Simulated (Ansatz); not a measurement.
CH6Si (SMILES C[SiH3]) moved off its minimum; all values from Ansatz (a program for electronic structure), cores frozen in correlated methods.
(charge 0, multiplicity 1)
```xyz
8

Si    -0.55442     0.16018    -0.10481
C      1.21944    -0.16469    -0.01905
H     -1.09247    -0.77094    -0.85157
H     -0.86891     1.53187    -0.37453
H     -1.27874    -0.14598     1.18907
H      1.39002    -1.23350     0.30424
H      1.64687     0.61013     0.73460
H      1.56438     0.11628    -0.89708
```

```tsv
level	largest force (eV/Å)	on atom	rms difference from CCSD(T)/cc-pV(T+d)Z (eV/Å)	dipole (D)
HF/def2-TZVPP	6.01	C2	0.124	1.00
PBE/def2-TZVPP	5.88	C2	0.129	0.99
r2SCAN/def2-TZVPP	5.87	C2	0.070	1.01
B3LYP/def2-TZVPP	5.80	C2	0.047	0.98
wB97M-V/def2-TZVPP	5.87	C2	0.059	0.99
MP2/cc-pV(T+d)Z	5.97	C2	0.057	0.97
CCSD(T)/cc-pV(T+d)Z	5.89	C2	0.000	0.96
```

The differences count from one level among others, with limits of its own. Forces at CCSD(T)/cc-pV(T+d)Z (eV/Å):

```json
[
 {"atom": "Si1", "Fx": "-0.129", "Fy": "1.640", "Fz": "3.922"},
 {"atom": "C2", "Fx": "-0.187", "Fy": "-0.337", "Fz": "5.880"},
 {"atom": "H3", "Fx": "-2.024", "Fy": "-2.844", "Fz": "-3.264"},
 {"atom": "H4", "Fx": "-0.180", "Fy": "0.881", "Fz": "-0.582"},
 {"atom": "H5", "Fx": "0.393", "Fy": "0.259", "Fz": "-0.088"},
 {"atom": "H6", "Fx": "0.244", "Fy": "1.304", "Fz": "-0.529"},
 {"atom": "H7", "Fx": "-0.397", "Fy": "-1.583", "Fz": "-0.954"},
 {"atom": "H8", "Fx": "2.280", "Fy": "0.680", "Fz": "-4.386"}
]
```
